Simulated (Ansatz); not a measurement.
Antifluorite Mg2Sn

These are revPBE (Ansatz, a quantum-chemistry and plane-wave program, PAW) values and carry that method's errors.

Run with plane-wave cutoff 520 eV, 10×10×10 k mesh, Fermi–Dirac smearing 0.01 eV, scalar-relativistic PAW data made under PBE.

Cell (relaxed at this level):

```cif
data_Mg8Sn4
_chemical_formula_sum 'Mg8 Sn4'
_space_group_name_H-M_alt 'Fm-3m'
_space_group_IT_number 225
_space_group_name_Hall '-F 4 2 3'
_cell_length_a 6.86944
_cell_length_b 6.86944
_cell_length_c 6.86944
_cell_angle_alpha 90.000
_cell_angle_beta 90.000
_cell_angle_gamma 90.000
loop_
_atom_site_label
_atom_site_type_symbol
_atom_site_symmetry_multiplicity
_atom_site_Wyckoff_symbol
_atom_site_fract_x
_atom_site_fract_y
_atom_site_fract_z
_atom_site_occupancy
Mg1 Mg 8 c 0.25000 0.25000 0.25000 1
Sn1 Sn 4 a 0.00000 0.00000 0.00000 1
```
(The calculation used a cell of 3 atoms; values per cell refer to that cell.)

| Item | Result |
|---|---|
| bulk modulus B0 | 38.4 GPa |
| band gap | none |
| pressure derivative B′ of the bulk modulus | 4.5 |

Measured, for comparison: band gap 0.36 eV (temperature not stated, not corrected to a static lattice, indirect, Γ–X; as tabulated in Ryu et al. (2019), arXiv:1905.06140).

Note: the gap of the solid is closed in this run; this level leaves the solid without a gap, although one is measured.

Spin–orbit coupling is not included; it can open a gap where bands touch, and shift volumes and moduli.

Computed values are for the static lattice.

Computing time: very roughly 40 core-seconds.
